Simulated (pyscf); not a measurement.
CH₄ (SMILES C) + HS–Zn–SeH (SMILES [SH][Zn][SeH]) → H₃C–Zn–SH (SMILES [CH3][Zn][SH]) + H₂Se (SMILES [SeH2]) (four-centre exchange; singlet surface; C–H, Se–Zn broken, C–Zn, H–Se formed). Optimised with ωB97X-D3(BJ)/def2-SVP in PySCF. Energies in kcal/mol from the separated reactants.

| level | barrier | reaction energy |
|---|---|---|
| ωB97X-D3(BJ)/def2-TZVP | 47.9 | +33.6 |
| PBE/def2-TZVP | ___ | ___ |
| r²SCAN/def2-TZVP | 43.2 | +31.5 |
| PBE0-D3(BJ)/def2-TZVP | 43.8 | +31.7 |
| M06-2X/def2-TZVP | ___ | +33.9 |
| HF/def2-TZVP | 67.9 | +36.1 |

Problem. Complete the blanks.

Solution. 
- PBE/def2-TZVP, barrier: 42.9
- PBE/def2-TZVP, reaction energy: +29.9
- M06-2X/def2-TZVP, barrier: 47.3

The functionals in the table span 5.0 kcal/mol in this barrier, from PBE to ωB97X-D3(BJ). On the product side the descent ends in an adduct with a Se–Zn contact, 7.2 kcal/mol under the separated species and 21.4 kcal/mol under the saddle at ωB97X-D3(BJ)/def2-TZVP. What is counted as broken (Se–Zn) persists as a longer contact in the product adduct; parting that adduct is a step of its own. One saddle was located; it need not be the lowest between these sides. Elements up to Kr have no core potential and no relativistic terms here.
